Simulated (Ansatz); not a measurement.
## Al–AlH–Al⁺, doublet: the ladder up to UCCSDT(Q)

Geometry: that of the Al–AlH–Al, singlet, kept fixed.

```xyz
4

Al    0.0000    0.5328    2.1869
Al    0.0000   -1.0930    0.0000
Al    0.0000    0.5328   -2.1869
H     0.0000    0.7361    0.0000
```

Basis cc-pVTZ; Ansatz 0.2.0. Correlated methods freeze the noble-gas cores, which leaves 9 electrons in 101 orbitals. R marks a restricted (for open shells ROHF) determinant, U an unrestricted one. Active spaces: valence = (9e, 13o) chosen from the atoms' valence shells.

Full CI isn't at hand for all of this; UCCSDT(Q) serves as the reference, and is uncertain by about the last step of the cluster series. The frozen core follows each run's orbitals, which can shift R against U totals by a few meV.

Unrestricted rows (U) aren't spin-pure: their determinants' ⟨S²⟩ exceeds S(S+1) by up to 0.21, so they mix in states of higher spin.

The UHF ⟨S²⟩ is 0.962, the T1 diagnostic (RCCSD) is 0.0330 and the largest doubles amplitude (RCCSD) is 0.075. The T1 diagnostic (UCCSD) is 0.0468.

```tsv
level	E − E(UCCSDT(Q)) (mEh)	share of correlation (%)	wall time
RHF	220.00	0.00	–
UHF	207.26	5.79	–
RMP2	51.09	76.78	–
UMP2	57.37	73.92	–
RCCSD	13.05	94.07	–
UCCSD	12.47	94.33	–
RCCSD(T)	2.62	98.81	17 s (H100)
UCCSD(T)	2.86	98.70	18 s (H100)
BCCD(T)	2.70	98.77	14 s (H100)
RCCSDT	0.82	99.63	–
UCCSDT	0.75	99.66	–
RCCSDT(Q)	0.05	99.98	37 s (H100)
CASSCF (valence space)	103.34	53.03	–
NEVPT2 (valence space)	26.21	88.08	22 s (H100)
```

The correlation energy at UCCSDT(Q), counted from RHF, is -5.986 eV. That run took 26 s on 2 threads of AMD EPYC 7R13 with a shared H100 80 GB, shared host.

Times hold each run's SCF and search for its determinant on a shared host, so for small cases they say little of a method's own cost.

Natural occupations of CASSCF (valence space) about the gap: 1.966 1.919 1.910 1.869 0.991 0.069 0.063 0.057 0.044 0.037; effectively unpaired electrons, Σ n²(2−n)², 1.18.
